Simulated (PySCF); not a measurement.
Give a GFN2-xTB geometry of `c1(OC)ccccc1`.

Z-matrix in Å and degrees, rows numbered from 1:
```
C 
O   1  1.4061
C   2  1.3636  1  118.54
C   3  1.3958  2  115.74  1   179.85
C   4  1.3788  3  120.36  2   180.00
C   5  1.3867  4  120.32  3    -0.13
C   6  1.3817  5  119.39  4     0.13
C   7  1.3857  6  120.86  5     0.03
H   1  1.0891  2  105.73  3  -179.85
H   1  1.0952  2  111.59  3   -61.18
H   1  1.0952  2  111.61  3    61.49
H   4  1.0788  3  118.29  2    -0.03
H   5  1.0799  4  119.57  3   179.85
H   6  1.0794  5  120.32  4  -179.89
H   7  1.0802  6  120.07  5   179.98
H   8  1.0789  3  121.13  2     0.17
```

Of the pairs four or more bonds apart, C1···H16 is among the closest relative to their van der Waals radii: 2.55 Å, 88 % of the sum of Bondi's values. The 6-membered ring C3–C4–C5–C6–C7–C8 has internal angles of 119.3° to 120.9° (sum 720°, against 720° for a flat polygon); it is planar, 0.00 Å rms from its mean plane, widest ring torsion 0°. The 2 C–O bonds span 1.364 Å (O2–C3, drawn single) to 1.406 Å (C1–O2, drawn single), a spread of 0.042 Å. The 8 heavy atoms lie in one plane (0.001 Å rms).

Structure optimised with GFN2-xTB, isolated species.

Point group: Cs (every atom within 0.08 Å of its image). Not checked by GFN2-xTB frequencies. One conformer, not necessarily the lowest (C1–O2–C3–C4 180°).

All values are computed, not measured.
